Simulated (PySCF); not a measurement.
`C/C=C(/F)CO`, C₄H₇FO

Molfile (atoms numbered from 1):
```
C4H7FO
     RDKit          3D

 13 12  0  0  0  0  0  0  0  0999 V2000
   -1.7526   -0.6010   -0.4421 C   0  0  0  0  0  0  0  0  0  0  0  0
   -1.0425    0.5153    0.2533 C   0  0  0  0  0  0  0  0  0  0  0  0
    0.2702    0.6832    0.3083 C   0  0  0  0  0  0  0  0  0  0  0  0
    0.7507    1.7208    1.0434 F   0  0  0  0  0  0  0  0  0  0  0  0
    1.3737   -0.1443   -0.2963 C   0  0  0  0  0  0  0  0  0  0  0  0
    1.1769   -0.4818   -1.6453 O   0  0  0  0  0  0  0  0  0  0  0  0
   -1.9361   -0.3503   -1.4879 H   0  0  0  0  0  0  0  0  0  0  0  0
   -2.7180   -0.7701    0.0288 H   0  0  0  0  0  0  0  0  0  0  0  0
   -1.1851   -1.5290   -0.3924 H   0  0  0  0  0  0  0  0  0  0  0  0
   -1.6615    1.2477    0.7510 H   0  0  0  0  0  0  0  0  0  0  0  0
    2.2978    0.4376   -0.2626 H   0  0  0  0  0  0  0  0  0  0  0  0
    1.5179   -1.0542    0.3119 H   0  0  0  0  0  0  0  0  0  0  0  0
    0.3372   -0.9424   -1.7412 H   0  0  0  0  0  0  0  0  0  0  0  0
  1  2  1  0
  2  3  2  0
  3  4  1  0
  3  5  1  0
  5  6  1  0
  1  7  1  0
  1  8  1  0
  1  9  1  0
  2 10  1  0
  5 11  1  0
  5 12  1  0
  6 13  1  0
M  END
```

Computed with GIAO KT3/pcSseg-1 magnetisability, rotational g tensor and spin-rotation constants, non-relativistic, gas phase (PySCF 2.14.0). Geometry: GFN2-xTB, dihedral held. The dihedral F4–C3–C5–O6 is held at 225°.

(1) Give the nuclear spin-rotation constants along the inertial axes (H = +C I·J) beside the isotropic shieldings.

Results:

(1) Rotational constants 3.7525, 3.4637, 1.9111 GHz. A star marks the isotopologue with that one atom substituted, in its own axes.
```tsv
atom	isotope	Caa (kHz)	Cbb (kHz)	Ccc (kHz)	mean (kHz)	σ (ppm)
F4	19F	4.689	5.362	2.029	4.027	248.5
H7	1H	-0.297	-0.318	-0.026	-0.214	29.7
H8	1H	-0.329	0.006	-0.198	-0.174	30.0
H9	1H	-0.373	-0.171	-0.087	-0.211	30.2
H10	1H	-0.304	0.190	-0.192	-0.102	26.5
H11	1H	-0.005	-0.144	-0.191	-0.113	27.5
H12	1H	-0.341	-0.309	0.107	-0.181	26.5
H13	1H	-0.064	-0.341	-0.252	-0.219	31.2
C1	13C*	0.501	0.503	0.246	0.417	172.1
C2	13C*	1.290	1.042	0.300	0.877	86.8
C3	13C*	1.662	1.294	0.531	1.162	22.6
C5	13C*	0.748	0.778	0.439	0.655	118.2
O6	17O*	-0.384	-0.203	-0.195	-0.260	289.7
```
For the geometry as given, no vibrational averaging.
